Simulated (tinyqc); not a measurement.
Inside a calculation (part 1 of 3). Method: UKS/PBE0 in the sto-3g basis, for H2O+, spin multiplicity 2. Computed by tinyqc, a small Python program that keeps every step (integrals from PySCF). Settings: charge = 1, multiplicity = 2, basis = sto-3g, energy threshold = 1e-10, iteration cap = 55, orthogonalisation = canonical, start = core, DIIS depth = 6, method = UKS, functional = pbe0, grid = [20, 14]. Command: `OMP_NUM_THREADS=1 python tinyqc.py 23584 23585 out.jsonl` (the two numbers bound the seeds that draw the settings). One thread of a shared host (Intel(R) Xeon(R) Processor @ 2.60GHz), about 3 s of CPU time with the checks. Later iterations appear only in the table of the cycle.

## One-electron integrals

Geometry (angstrom):
```
atom         x          y         z
O     0.000000   0.000000  0.000000
H     0.000000   0.964000  0.922000
H     0.000000  -0.964000  0.922000
```

Basis sto-3g: exponents (1/bohr^2) and contraction coefficients of normalised primitives:
```
element  l (shell)    exponent  coefficient
O            s (1)  130.709320     0.154329
O            s (1)   23.808861     0.535328
O            s (1)    6.443608     0.444635
O            s (2)    5.033151    -0.099967
O            s (2)    1.169596     0.399513
O            s (2)    0.380389     0.700115
O            p (3)    5.033151     0.155916
O            p (3)    1.169596     0.607684
O            p (3)    0.380389     0.391957
H            s (1)    3.425251     0.154329
H            s (1)    0.623914     0.535328
H            s (1)    0.168855     0.444635
```

Overlap, kinetic and nuclear-attraction integrals over the contracted functions; the nuclear repulsion is the sum of Za Zb / Rab.

nuclear repulsion = 6.62173645 hartree

overlap S:
```
           1O 1s     1O 2s    1O 2px     1O 2py    1O 2pz     2H 1s      3H 1s
1O 1s   1.000000  0.236704  0.000000   0.000000  0.000000  0.022264   0.022264
1O 2s   0.236704  1.000000  0.000000   0.000000  0.000000  0.265473   0.265473
1O 2px  0.000000  0.000000  1.000000   0.000000  0.000000  0.000000   0.000000
1O 2py  0.000000  0.000000  0.000000   1.000000  0.000000  0.182632  -0.182632
1O 2pz  0.000000  0.000000  0.000000   0.000000  1.000000  0.174675   0.174675
2H 1s   0.022264  0.265473  0.000000   0.182632  0.174675  1.000000   0.134016
3H 1s   0.022264  0.265473  0.000000  -0.182632  0.174675  0.134016   1.000000
```

kinetic energy T (hartree):
```
            1O 1s      1O 2s    1O 2px     1O 2py    1O 2pz      2H 1s      3H 1s
1O 1s   29.003200  -0.168011  0.000000   0.000000  0.000000  -0.007180  -0.007180
1O 2s   -0.168011   0.808128  0.000000   0.000000  0.000000   0.013421   0.013421
1O 2px   0.000000   0.000000  2.528731   0.000000  0.000000   0.000000   0.000000
1O 2py   0.000000   0.000000  0.000000   2.528731  0.000000   0.057406  -0.057406
1O 2pz   0.000000   0.000000  0.000000   0.000000  2.528731   0.054905   0.054905
2H 1s   -0.007180   0.013421  0.000000   0.057406  0.054905   0.760032  -0.009072
3H 1s   -0.007180   0.013421  0.000000  -0.057406  0.054905  -0.009072   0.760032
```

nuclear attraction V (hartree):
```
             1O 1s      1O 2s     1O 2px     1O 2py     1O 2pz      2H 1s      3H 1s
1O 1s   -61.411863  -7.370882   0.000000   0.000000  -0.011050  -0.708395  -0.708395
1O 2s    -7.370882  -9.844595   0.000000   0.000000  -0.138430  -1.896548  -1.896548
1O 2px    0.000000   0.000000  -9.735812   0.000000   0.000000   0.000000   0.000000
1O 2py    0.000000   0.000000   0.000000  -9.792219   0.000000  -1.125815   1.125815
1O 2pz   -0.011050  -0.138430   0.000000   0.000000  -9.787411  -1.107287  -1.107287
2H 1s    -0.708395  -1.896548   0.000000  -1.125815  -1.107287  -4.648794  -0.672723
3H 1s    -0.708395  -1.896548   0.000000   1.125815  -1.107287  -0.672723  -4.648794
```

core Hamiltonian H = T + V (hartree):
```
             1O 1s      1O 2s     1O 2px     1O 2py     1O 2pz      2H 1s      3H 1s
1O 1s   -32.408663  -7.538893   0.000000   0.000000  -0.011050  -0.715576  -0.715576
1O 2s    -7.538893  -9.036467   0.000000   0.000000  -0.138430  -1.883127  -1.883127
1O 2px    0.000000   0.000000  -7.207081   0.000000   0.000000   0.000000   0.000000
1O 2py    0.000000   0.000000   0.000000  -7.263488   0.000000  -1.068409   1.068409
1O 2pz   -0.011050  -0.138430   0.000000   0.000000  -7.258680  -1.052382  -1.052382
2H 1s    -0.715576  -1.883127   0.000000  -1.068409  -1.052382  -3.888762  -0.681795
3H 1s    -0.715576  -1.883127   0.000000   1.068409  -1.052382  -0.681795  -3.888762
```

## Two-electron integrals

Functions are numbered as in S; the eight-fold symmetry (ij|kl) = (ji|kl) = (kl|ij) leaves the list below.

Two-electron integrals (ij|kl) in chemists' order, unique and non-zero (hartree):
```
(11|11) 4.785065    (21|11) 0.741380    (21|21) 0.136873    (22|11) 1.118947
(22|21) 0.256633    (22|22) 0.817206    (31|31) 0.024477    (32|31) 0.037809
(32|32) 0.180518    (33|11) 1.115814    (33|21) 0.256684    (33|22) 0.817023
(33|33) 0.880159    (41|41) 0.024477    (42|41) 0.037809    (42|42) 0.180518
(43|43) 0.047444    (44|11) 1.115814    (44|21) 0.256684    (44|22) 0.817023
(44|33) 0.785270    (44|44) 0.880159    (51|51) 0.024477    (52|51) 0.037809
(52|52) 0.180518    (53|53) 0.047444    (54|54) 0.047444    (55|11) 1.115814
(55|21) 0.256684    (55|22) 0.817023    (55|33) 0.785270    (55|44) 0.785270
(55|55) 0.880159    (61|11) 0.070452    (61|21) 0.012913    (61|22) 0.024115
(61|33) 0.024071    (61|41) 0.000405    (61|42) 0.000770    (61|44) 0.024141
(61|51) 0.000388    (61|52) 0.000737    (61|54) 0.000067    (61|55) 0.024135
(61|61) 0.001232    (62|11) 0.201959    (62|21) 0.047036    (62|22) 0.169852
(62|33) 0.166807    (62|41) 0.002518    (62|42) 0.020753    (62|44) 0.171488
(62|51) 0.002408    (62|52) 0.019849    (62|54) 0.004477    (62|55) 0.171089
(62|61) 0.004531    (62|62) 0.046957    (63|31) 0.004530    (63|32) 0.027769
(63|43) 0.004109    (63|53) 0.003930    (63|63) 0.006128    (64|11) 0.114905
(64|21) 0.027075    (64|22) 0.104482    (64|33) 0.099985    (64|41) 0.005771
(64|42) 0.039536    (64|44) 0.110893    (64|51) 0.001186    (64|52) 0.011254
(64|54) 0.006503    (64|55) 0.102446    (64|61) 0.002699    (64|62) 0.035197
(64|64) 0.032243    (65|11) 0.109898    (65|21) 0.025895    (65|22) 0.099930
(65|33) 0.095629    (65|41) 0.001186    (65|42) 0.011254    (65|44) 0.098202
(65|51) 0.005665    (65|52) 0.038533    (65|54) 0.006570    (65|55) 0.105842
(65|61) 0.002582    (65|62) 0.033663    (65|64) 0.024977    (65|65) 0.030017
(66|11) 0.393358    (66|21) 0.093033    (66|22) 0.387379    (66|33) 0.373940
(66|41) 0.005438    (66|42) 0.063869    (66|44) 0.394792    (66|51) 0.005202
(66|52) 0.061086    (66|54) 0.019944    (66|55) 0.393014    (66|61) 0.008993
(66|62) 0.146227    (66|64) 0.125543    (66|65) 0.120073    (66|66) 0.774606
(71|11) 0.070452    (71|21) 0.012913    (71|22) 0.024115    (71|33) 0.024071
(71|41) -0.000405   (71|42) -0.000770   (71|44) 0.024141    (71|51) 0.000388
(71|52) 0.000737    (71|54) -0.000067   (71|55) 0.024135    (71|61) 0.001218
(71|62) 0.004415    (71|64) 0.002446    (71|65) 0.002520    (71|66) 0.008735
(71|71) 0.001232    (72|11) 0.201959    (72|21) 0.047036    (72|22) 0.169852
(72|33) 0.166807    (72|41) -0.002518   (72|42) -0.020753   (72|44) 0.171488
(72|51) 0.002408    (72|52) 0.019849    (72|54) -0.004477   (72|55) 0.171089
(72|61) 0.004415    (72|62) 0.037427    (72|64) 0.019620    (72|65) 0.026102
(72|66) 0.093668    (72|71) 0.004531    (72|72) 0.046957    (73|31) 0.004530
(73|32) 0.027769    (73|43) -0.004109   (73|53) 0.003930    (73|63) 0.004714
(73|73) 0.006128    (74|11) -0.114905   (74|21) -0.027075   (74|22) -0.104482
(74|33) -0.099985   (74|41) 0.005771    (74|42) 0.039536    (74|44) -0.110893
(74|51) -0.001186   (74|52) -0.011254   (74|54) 0.006503    (74|55) -0.102446
(74|61) -0.002446   (74|62) -0.019620   (74|64) -0.005910   (74|65) -0.013465
(74|66) -0.046259   (74|71) -0.002699   (74|72) -0.035197   (74|74) 0.032243
(75|11) 0.109898    (75|21) 0.025895    (75|22) 0.099930    (75|33) 0.095629
(75|41) -0.001186   (75|42) -0.011254   (75|44) 0.098202    (75|51) 0.005665
(75|52) 0.038533    (75|54) -0.006570   (75|55) 0.105842    (75|61) 0.002520
(75|62) 0.026102    (75|64) 0.013465    (75|65) 0.022657    (75|66) 0.071035
(75|71) 0.002582    (75|72) 0.033663    (75|74) -0.024977   (75|75) 0.030017
(76|11) 0.065181    (76|21) 0.015357    (76|22) 0.061509    (76|33) 0.059907
(76|44) 0.060829    (76|51) 0.001124    (76|52) 0.011672    (76|55) 0.063724
(76|61) 0.001468    (76|62) 0.017901    (76|64) 0.011779    (76|65) 0.014479
(76|66) 0.063973    (76|71) 0.001468    (76|72) 0.017901    (76|74) -0.011779
(76|75) 0.014479    (76|76) 0.009372    (77|11) 0.393358    (77|21) 0.093033
(77|22) 0.387379    (77|33) 0.373940    (77|41) -0.005438   (77|42) -0.063869
(77|44) 0.394792    (77|51) 0.005202    (77|52) 0.061086    (77|54) -0.019944
(77|55) 0.393014    (77|61) 0.008735    (77|62) 0.093668    (77|64) 0.046259
(77|65) 0.071035    (77|66) 0.273260    (77|71) 0.008993    (77|72) 0.146227
(77|74) -0.125543   (77|75) 0.120073    (77|76) 0.063973    (77|77) 0.774606
```

## Orthogonalisation

S = U s U^T; canonical form X = U s^(-1/2), so that X^T S X = 1. Each column of U has its largest component positive (the first on a tie).

eigenvalues of S: 0.567369  0.666160  0.881977  1.000000  1.118209  1.199824  1.566461

X:
```
                1          2          3         4          5          6         7
1O 1s   -0.436051   0.000000   0.673087  0.000000   0.607811   0.000000  0.225193
1O 2s    0.898071   0.000000  -0.291343  0.000000   0.340262   0.000000  0.464563
1O 2px   0.000000   0.000000   0.000000  1.000000   0.000000   0.000000  0.000000
1O 2py   0.000000   0.749723   0.000000  0.000000   0.000000   0.722065  0.000000
1O 2pz   0.433934   0.000000   0.696525  0.000000  -0.576936   0.000000  0.243756
2H 1s   -0.537378  -0.685221  -0.235311  0.000000  -0.195216   0.395017  0.395243
3H 1s   -0.537378   0.685221  -0.235311  0.000000  -0.195216  -0.395017  0.395243
```

## Starting guess

The start is the orbitals of the core Hamiltonian; D(s) = C_occ C_occ^T for each spin.

D(alpha) at the start:
```
            1O 1s      1O 2s    1O 2px     1O 2py     1O 2pz      2H 1s      3H 1s
1O 1s    1.062178  -0.266613  0.000000   0.000000  -0.010881   0.021622   0.021622
1O 2s   -0.266613   1.142282  0.000000   0.000000   0.059488  -0.090696  -0.090696
1O 2px   0.000000   0.000000  1.000000   0.000000   0.000000   0.000000   0.000000
1O 2py   0.000000   0.000000  0.000000   1.052328   0.000000  -0.089796   0.089796
1O 2pz  -0.010881   0.059488  0.000000   0.000000   1.041497  -0.075190  -0.075190
2H 1s    0.021622  -0.090696  0.000000  -0.089796  -0.075190   0.019646   0.004321
3H 1s    0.021622  -0.090696  0.000000   0.089796  -0.075190   0.004321   0.019646
```

D(beta) at the start:
```
            1O 1s      1O 2s    1O 2px     1O 2py     1O 2pz      2H 1s      3H 1s
1O 1s    1.062178  -0.266613  0.000000   0.000000  -0.010881   0.021622   0.021622
1O 2s   -0.266613   1.142282  0.000000   0.000000   0.059488  -0.090696  -0.090696
1O 2px   0.000000   0.000000  0.000000   0.000000   0.000000   0.000000   0.000000
1O 2py   0.000000   0.000000  0.000000   1.052328   0.000000  -0.089796   0.089796
1O 2pz  -0.010881   0.059488  0.000000   0.000000   1.041497  -0.075190  -0.075190
2H 1s    0.021622  -0.090696  0.000000  -0.089796  -0.075190   0.019646   0.004321
3H 1s    0.021622  -0.090696  0.000000   0.089796  -0.075190   0.004321   0.019646
```

## Iteration 1: exchange-correlation on the grid

Becke grid with 20 radial and 14 angular points per atom, points of zero weight dropped. rho = sum D_ij phi_i phi_j; V_xc,ij = sum w v_xc phi_i phi_j plus the gradient terms; v_xc is d(rho eps)/d rho(s) for spin s at fixed gradient. Exact exchange is left to K.

The 12 grid points with the largest w rho, of 832 (bohr, atomic units):
```
x                  y          z         w  rho(alpha)  rho(beta)     eps_xc  v_xc(alpha)
0.000000    0.000000   1.045076  0.274993    0.259686   0.259686  -0.512278    -0.653370
0.000000   -1.045076   0.000000  0.274336    0.255522   0.255522  -0.509579    -0.650662
0.000000    1.045076   0.000000  0.274336    0.255522   0.255522  -0.509579    -0.650662
0.000000    0.000000  -1.045076  0.279652    0.249764   0.249764  -0.505774    -0.646970
-0.603375   0.603375  -0.603375  0.314578    0.251751   0.190337  -0.489875    -0.642491
-0.603375  -0.603375  -0.603375  0.314578    0.251751   0.190337  -0.489875    -0.642491
0.603375   -0.603375  -0.603375  0.314578    0.251751   0.190337  -0.489875    -0.642491
0.603375    0.603375  -0.603375  0.314578    0.251751   0.190337  -0.489875    -0.642491
0.603375   -0.603375   0.603375  0.305141    0.255527   0.194113  -0.492796    -0.644169
0.603375    0.603375   0.603375  0.305141    0.255527   0.194113  -0.492796    -0.644169
-0.603375   0.603375   0.603375  0.305141    0.255527   0.194113  -0.492796    -0.644169
-0.603375  -0.603375   0.603375  0.305141    0.255527   0.194113  -0.492796    -0.644169
```

electrons on the grid, sum of w rho = 9.025098

E_xc = sum of w rho eps_xc = -7.10235444 hartree

V_xc(alpha) (hartree):
```
            1O 1s      1O 2s     1O 2px     1O 2py     1O 2pz      2H 1s      3H 1s
1O 1s   -2.334055  -0.325303   0.000000   0.000000  -0.000447  -0.031177  -0.031177
1O 2s   -0.325303  -0.642502   0.000000   0.000000  -0.001934  -0.112695  -0.112695
1O 2px   0.000000   0.000000  -0.637532   0.000000   0.000000   0.000000   0.000000
1O 2py   0.000000   0.000000   0.000000  -0.637111   0.000000  -0.062274   0.062274
1O 2pz  -0.000447  -0.001934   0.000000   0.000000  -0.638855  -0.059631  -0.059631
2H 1s   -0.031177  -0.112695   0.000000  -0.062274  -0.059631  -0.141481  -0.028569
3H 1s   -0.031177  -0.112695   0.000000   0.062274  -0.059631  -0.028569  -0.141481
```

V_xc(beta) (hartree):
```
            1O 1s      1O 2s     1O 2px     1O 2py     1O 2pz      2H 1s      3H 1s
1O 1s   -2.323283  -0.316978   0.000000   0.000000  -0.000536  -0.030452  -0.030452
1O 2s   -0.316978  -0.596657   0.000000   0.000000  -0.002264  -0.106235  -0.106235
1O 2px   0.000000   0.000000  -0.539171   0.000000   0.000000   0.000000   0.000000
1O 2py   0.000000   0.000000   0.000000  -0.617151   0.000000  -0.060248   0.060248
1O 2pz  -0.000536  -0.002264   0.000000   0.000000  -0.618999  -0.057705  -0.057705
2H 1s   -0.030452  -0.106235   0.000000  -0.060248  -0.057705  -0.134610  -0.027026
3H 1s   -0.030452  -0.106235   0.000000   0.060248  -0.057705  -0.027026  -0.134610
```

## Iteration 1: building the Kohn-Sham matrix

J_ij = sum D_kl (ij|kl) with D = D(alpha) + D(beta), K_ij = sum D_kl (ik|jl) for each spin; F = H + J - 0.25 K(s) + V_xc; E = tr D H + tr D J / 2 - 0.125 sum_s tr D(s) K(s) + E_xc + E_nn.

Coulomb J (hartree):
```
            1O 1s     1O 2s    1O 2px     1O 2py    1O 2pz     2H 1s      3H 1s
1O 1s   17.468330  3.287524  0.000000   0.000000  0.002420  0.310602   0.310602
1O 2s    3.287524  7.986012  0.000000   0.000000  0.000774  1.597866   1.597866
1O 2px   0.000000  0.000000  7.915987   0.000000  0.000000  0.000000   0.000000
1O 2py   0.000000  0.000000  0.000000   8.009692  0.000000  0.965565  -0.965565
1O 2pz   0.002420  0.000774  0.000000   0.000000  8.009308  0.922714   0.922714
2H 1s    0.310602  1.597866  0.000000   0.965565  0.922714  3.496802   0.561289
3H 1s    0.310602  1.597866  0.000000  -0.965565  0.922714  0.561289   3.496802
```

exchange K(alpha) (hartree):
```
           1O 1s     1O 2s    1O 2px     1O 2py    1O 2pz     2H 1s      3H 1s
1O 1s   4.920549  0.858319  0.000000   0.000000  0.000467  0.086465   0.086465
1O 2s   0.858319  1.431705  0.000000   0.000000  0.002835  0.245886   0.245886
1O 2px  0.000000  0.000000  1.179483   0.000000  0.000000  0.000000   0.000000
1O 2py  0.000000  0.000000  0.000000   1.180700  0.000000  0.111054  -0.111054
1O 2pz  0.000467  0.002835  0.000000   0.000000  1.179789  0.105513   0.105513
2H 1s   0.086465  0.245886  0.000000   0.111054  0.105513  0.073771   0.044105
3H 1s   0.086465  0.245886  0.000000  -0.111054  0.105513  0.044105   0.073771
```

exchange K(beta) (hartree):
```
           1O 1s     1O 2s    1O 2px     1O 2py    1O 2pz     2H 1s      3H 1s
1O 1s   4.896072  0.820510  0.000000   0.000000  0.000467  0.081935   0.081935
1O 2s   0.820510  1.251187  0.000000   0.000000  0.002835  0.218117   0.218117
1O 2px  0.000000  0.000000  0.299323   0.000000  0.000000  0.000000   0.000000
1O 2py  0.000000  0.000000  0.000000   1.133256  0.000000  0.106945  -0.106945
1O 2pz  0.000467  0.002835  0.000000   0.000000  1.132345  0.101584   0.101584
2H 1s   0.081935  0.218117  0.000000   0.106945  0.101584  0.067643   0.039391
3H 1s   0.081935  0.218117  0.000000  -0.106945  0.101584  0.039391   0.067643
```

F(alpha) (hartree):
```
             1O 1s      1O 2s     1O 2px     1O 2py     1O 2pz      2H 1s      3H 1s
1O 1s   -18.504526  -4.791251   0.000000   0.000000  -0.009194  -0.457766  -0.457766
1O 2s    -4.791251  -2.050884   0.000000   0.000000  -0.140298  -0.459428  -0.459428
1O 2px    0.000000   0.000000  -0.223496   0.000000   0.000000   0.000000   0.000000
1O 2py    0.000000   0.000000   0.000000  -0.186082   0.000000  -0.192882   0.192882
1O 2pz   -0.009194  -0.140298   0.000000   0.000000  -0.183174  -0.215677  -0.215677
2H 1s    -0.457766  -0.459428   0.000000  -0.192882  -0.215677  -0.551885  -0.160102
3H 1s    -0.457766  -0.459428   0.000000   0.192882  -0.215677  -0.160102  -0.551885
```

F(beta) (hartree):
```
             1O 1s      1O 2s    1O 2px     1O 2py     1O 2pz      2H 1s      3H 1s
1O 1s   -18.487634  -4.773474  0.000000   0.000000  -0.009283  -0.455909  -0.455909
1O 2s    -4.773474  -1.959909  0.000000   0.000000  -0.140628  -0.446026  -0.446026
1O 2px    0.000000   0.000000  0.094904   0.000000   0.000000   0.000000   0.000000
1O 2py    0.000000   0.000000  0.000000  -0.154261   0.000000  -0.189828   0.189828
1O 2pz   -0.009283  -0.140628  0.000000   0.000000  -0.151458  -0.212769  -0.212769
2H 1s    -0.455909  -0.446026  0.000000  -0.189828  -0.212769  -0.543481  -0.157380
3H 1s    -0.455909  -0.446026  0.000000   0.189828  -0.212769  -0.157380  -0.543481
```

total energy of this density = -73.92747276 hartree
